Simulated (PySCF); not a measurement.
Compound: HLi.
Numbering: `[LiH:1]` (hydrogens: H2 on Li1)

Structure used (BHandHLYP/def2-TZVP), in Å, numbered top down from 1:
```xyz
2
LiH angstrom
Li     0.793   -0.003   -0.003
H     -0.790    0.004   -0.011
```

The calculation used PySCF 2.14.0, BHandHLYP/def2-TZVP geometry optimisation, gas phase.

Take the most abundant isotopes and a rigid rotor. 

Question: What are the moment of inertia and the rotational constant?

Answer: I = 2.207 u·Å², B = 505379 MHz·u·Å²/I = 228977 MHz (7.6379 cm⁻¹, or 10.989 K as hB/k). For two atoms I = μr² with μ = 0.8812 u and r = 1.5826 Å.

Question: List the first levels of a rigid rotor in a Σ state.

Answer: E(J) = BJ(J+1): J = 1: 15.276, J = 2: 45.827, J = 3: 91.654, J = 4: 152.757, J = 5: 229.136, J = 6: 320.790 cm⁻¹.

Question: Where do the first rotational lines fall?

Answer: The dipole is 5.83 D; J+1 ← J lies at 2B(J+1): 1 ← 0 at 457.95 GHz, 2 ← 1 at 915.91 GHz, 3 ← 2 at 1373.86 GHz, 4 ← 3 at 1831.82 GHz, 5 ← 4 at 2289.77 GHz, 6 ← 5 at 2747.73 GHz.

Question: Estimate the classical rotational partition function at 100 K and 500 K.

Answer: Point group C∞v, symmetry number σ = 1; q = kT/(σhB), k/h = 20836.6 MHz/K: 9.1 at 100 K, 45.5 at 500 K.

No frequency check. Constants of a rigid frame at the computed geometry: no zero-point averaging, no centrifugal distortion.
